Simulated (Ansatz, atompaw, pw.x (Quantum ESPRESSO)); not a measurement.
**Which Si potential is closest to all-electron in the diamond crystal?**

All use LDA (PW92), scalar-relativistic, no spin, cutoffs from each file’s atomic test, pw.x 7.5; 9³ k-points, Fermi–Dirac smearing 0.01 Ry. Δ is the rms difference from all-electron LAPW of the E(V) curves that follow from fits to the pressures, over ±6 % in volume. Mesh and smearing are coarse and serve the comparison alone. The files are a selection: those with a ghost or negative overlap were mostly not run, and those with noisy or unconverged pressures or nearly equal Δ are left out.

All-electron: a0 = 5.400 Å (V0 = 19.69 Å³/atom), B0 = 96.2 GPa.

(1) Rank them by Δ, smallest first.
A. PAW, atompaw 4.2.0.5, LDA (PW92); core [Ne], reference 3s2 3p2; waves: 3s (bound): rc 2.65 bohr; 3s channel at -0.3 Ry: rc 1.90 bohr; 3p (bound): rc 2.65 bohr; 3p channel at 4.8 Ry: rc 2.65 bohr; 3d channel at 0.3 Ry: rc 2.65 bohr; local part: bessel scheme, radius 1.90 bohr; core correction: smooth core density matched at 2.50 bohr; augmentation: sinc compensation charge, radius 2.15 bohr; PAW radius 2.65 bohr; waves and projectors: custom polynom gramschmidtortho.
B. PAW, atompaw 4.2.0.5, LDA (PW92); core [Ne], reference 3s2 3p2; waves: 3s (bound): rc 1.85 bohr; 3s channel at -0.1 Ry: rc 2.05 bohr; 3p (bound): rc 2.05 bohr; 3p channel at 0.9 Ry: rc 2.05 bohr; 3d channel at 0.05 Ry: rc 2.05 bohr; 3d channel at 2.5 Ry: rc 2.05 bohr; local part: bessel scheme, radius 1.65 bohr; core correction: smooth core density matched at 1.20 bohr; augmentation: gaussian compensation charge, radius 1.85 bohr; PAW radius 2.05 bohr; waves and projectors: custom polynom2 7 10 vanderbiltortho.
C. PAW, atompaw 4.2.0.5, LDA (PW92); core [Ne], reference 3s1.75 3p2.25; waves: 3s (bound): rc 2.40 bohr; 3s channel at 1.3 Ry: rc 2.40 bohr; 3p (bound): rc 2.40 bohr; 3p channel at 0.3 Ry: rc 2.40 bohr; 3d channel at 0.05 Ry: rc 2.40 bohr; 3d channel at 1.2 Ry: rc 2.40 bohr; local part: bessel scheme, radius 2.20 bohr; core correction: smooth core density matched at 2.35 bohr; augmentation: besselshape compensation charge, radius 2.15 bohr; PAW radius 2.40 bohr; waves and projectors: custom polynom2 7 10 vanderbiltortho.

Answers

(1) B (0.8 meV/atom), C (2.1 meV/atom), A (5.1 meV/atom).
